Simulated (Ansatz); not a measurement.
The cation of AlCl2H (`[Cl][AlH][Cl]`) at the neutral geometry.

```yaml
crystal:
  periodic: [false, false, false]
  atoms:
    - {symbol: Cl, position_ang: [-1.277891, 0.641289, 1.390737]}
    - {symbol: Al, position_ang: [0.128084, 0.067687, -0.033761]}
    - {symbol: Cl, position_ang: [-0.163086, -1.736132, -1.031986]}
    - {symbol: H, position_ang: [1.368393, 0.966757, -0.345289]}
basis:
  gaussian: {orbitals: def2-TZVPP}
total_charge: 1
magnetization: {spin_polarized: true, initial_magnetization: 1}
correlation: {method: ccsd_t}
scf: {omitted_lower_state_checks: [cluster_reference]}
```

```sh
$ ansatz run in.yaml --threads 4 --pin off --events-out ev --progress --plain --max-ram 10444MiB
```

Output, abridged:

```
Functional definition: HF
  name "HF"
  cite "Fock, Z. Phys. 61, 126 (1930) doi:10.1007/BF01340294"
  parent pbe
  exchange = exact_x
  correlation = 0
these checks for a lower state are left out or cut short: cluster_reference
829 factors; integrals over basis functions are off by at most 1.7e-3 eV
mean field evaluation 1: about -31596.1120 eV, gradient 2.1e1 eV
mean field evaluation 2: about -31596.1146 eV, gradient 2.1e1 eV
mean field evaluation 4: about -31599.1979 eV, gradient 2.4e0 eV
mean field evaluation 8: about -31599.3252 eV, gradient 2.8e-1 eV
mean field evaluation 16: about -31599.0000 eV, gradient 1.6e0 eV
mean field evaluation 32: about -31599.6457 eV, gradient 1.9e0 eV
mean field evaluation 64: about -31599.8281 eV, gradient 5.1e-2 eV
mean field evaluation 96: about -31599.5937 eV, gradient 8.8e-1 eV
mean field evaluation 160: about -31599.5764 eV, gradient 3.7e-5 eV
mean field -31599.82817860 eV, -1161.2722664308 hartree, gradient 9.5e-7 eV, S^2 0.761756; 17 other end points of the search recorded, 0 dependent functions left out
15 core orbitals not correlated: weight in the atoms' cores, before any rotation towards them, 1.000 or more for the frozen orbitals, at most 0.000 for the correlated occupied ones
reference -31599.82817860 eV, -1161.2722664308 hartree; 9, 8 occupied and 116, 117 virtual orbitals, 829 factors
second order -11.11531075 eV of doubles, -0.00000000 eV of singles
cycle   1  -12.03350968 eV  change   -9.2e-1 eV  update   8.2e-2
cycle   2  -12.36215418 eV  change   -3.3e-1 eV  update   3.0e-2
cycle   3  -12.43117397 eV  change   -6.9e-2 eV  update   3.0e-2
cycle   4  -12.44277541 eV  change   -1.2e-2 eV  update   2.1e-2
cycle   5  -12.45083286 eV  change   -8.1e-3 eV  update   1.6e-2
cycle   6  -12.47023851 eV  change   -1.9e-2 eV  update   9.1e-3
cycle   7  -12.47311219 eV  change   -2.9e-3 eV  update   2.8e-3
cycle   8  -12.47459374 eV  change   -1.5e-3 eV  update   2.4e-3
cycle   9  -12.47523718 eV  change   -6.4e-4 eV  update   2.1e-3
cycle  10  -12.47478092 eV  change    4.6e-4 eV  update   2.0e-3
cycle  11  -12.47468300 eV  change    9.8e-5 eV  update   1.8e-3
cycle  12  -12.47642080 eV  change   -1.7e-3 eV  update   1.4e-3
cycle  13  -12.47615655 eV  change    2.6e-4 eV  update   9.7e-4
cycle  14  -12.47652784 eV  change   -3.7e-4 eV  update   7.1e-4
cycle  15  -12.47635297 eV  change    1.7e-4 eV  update   5.1e-4
cycle  16  -12.47639329 eV  change   -4.0e-5 eV  update   3.0e-4
cycle  17  -12.47651598 eV  change   -1.2e-4 eV  update   1.4e-4
cycle  18  -12.47652517 eV  change   -9.2e-6 eV  update   3.6e-5
cycle  19  -12.47654085 eV  change   -1.6e-5 eV  update   1.9e-5
perturbative correction -0.52570031 eV, -0.0193191301 hartree
Total energy: -31612.83041976 eV, -1161.7500899802 hartree
Checks for a lower state left out: cluster_reference
```

Run time 19 s (4 threads of an Arm Neoverse V2 on a shared host); peak host memory 1 GiB.
